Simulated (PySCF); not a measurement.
Cartesian coordinates (Å):
SMILES: [CH3]
```xyz
4

C      0.0000     0.0000     0.0002
H      1.0490    -0.2577    -0.0001
H     -0.7477    -0.7796    -0.0020
H     -0.3013     1.0373     0.0020
```
Charge 0, spin multiplicity 2.

### Question
What highest occupied spin orbital, dipole moment and total energy does TPSSh-D3(BJ)/def2-TZVP // PBE0-D3(BJ)/def2-TZVP (PySCF) give?

### Answer

The highest occupied spin orbital is -6.06 eV and the dipole moment comes out as 0.00 D. The total energy comes out as -39.8615 Ha.
